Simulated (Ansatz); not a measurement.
# Al2 (triplet): wave-function methods side by side at distance Al1–Al2 = 5.462 Å, cc-pVTZ

An exercise on one series of results from a longer session: the logs are not shown, and one member is left open.

Method: cc-pVTZ, core rule «outside noble gas», up to 10 orbitals frozen; program: Ansatz 0.2.0, Gaussian basis.

To be run: UHF; CCSD(T) on ROHF; CCSD(T) on UHF; BCCD(T) on ROHF; CISD; CCSDT(Q) on ROHF; CCSDT(Q) on UHF; CASSCF and MRCISD+Q, 4 electrons in 4 orbitals; CASSCF and NEVPT2, 4 electrons in 4 orbitals; CASSCF and MRCISD+Q, 6 electrons in 8 orbitals; CASSCF and NEVPT2, 6 electrons in 8 orbitals; Full CI.

### The system

The geometry derives from a PBE0/def2-TZVP stationary point (not a proven minimum). One bond is set to the value named and the two fragments are kept rigid.

2 atoms, charge 0, spin multiplicity 3.

Atoms are counted from 1 here; the program's logs count them from 0.

No contacts short enough for the rule that draws bonds.

Set-up of the first run:

File in.yaml:

```yaml
crystal:
  periodic: [false, false, false]
  atoms:
    - {symbol: Al, position_ang: [0.000000, 0.000000, 0.000000]}
    - {symbol: Al, position_ang: [0.000000, 0.000000, 5.462000]}
basis:
  gaussian: {orbitals: cc-pVTZ}
magnetization: {spin_polarized: true, initial_magnetization: 2}
hamiltonian: {xc: hf}
output: {orbitals: {seedname: orbitals}}
```

Started as:

```console
> ansatz run in.yaml --threads 1 --pin off --events-out ev --progress --plain --max-ram 4096MiB --backend cpu
```

Steps of the session up to this table: UHF; CCSD(T) on ROHF; CCSD(T) on UHF; BCCD(T) on ROHF; CISD; CCSDT(Q) on ROHF; CCSDT(Q) on UHF; CASSCF and MRCISD+Q, 4 electrons in 4 orbitals; CASSCF and NEVPT2, 4 electrons in 4 orbitals; CASSCF and MRCISD+Q, 6 electrons in 8 orbitals; CASSCF and NEVPT2, 6 electrons in 8 orbitals; Full CI.

One of the session's tables, all rows but one given; the rest of the session is left out.

```
   method  from FCI (kJ/mol)
     ROHF                  ?
      UHF             +280.4
     RMP2              +89.3
     UMP2              +90.7
     CISD              +30.0
    RCCSD              +12.5
    UCCSD              +11.4
 RCCSD(T)               +5.2
 UCCSD(T)               +5.1
  BCCD(T)               +5.2
   RCCSDT               +2.2
   UCCSDT               +2.2
RCCSDT(Q)               +1.8
UCCSDT(Q)               +1.9
      FCI                  0
```

Estimate the missing values for ROHF.

As computed: from FCI (kJ/mol): +300.8. In the column «from FCI (kJ/mol)» it is the highest.

Caveats from the session: Left out of the table: CASSCF pair, NEVPT2 pair, MRCISD pair, MRCISD+Q pair, CASSCF valence, NEVPT2 valence, MRCISD valence, MRCISD+Q valence (the active space lost an orbital or holds another state than full CI finds). Levels on UHF freeze UHF's core orbitals, full CI those of ROHF, so the U rows can settle a little off it for that reason alone. Restricted and unrestricted rows rest on different reference determinants; where their highest levels disagree by more than a few hundredths of an eV, they describe different states and don't form one ladder. Warnings in the runs' records: passed over end.
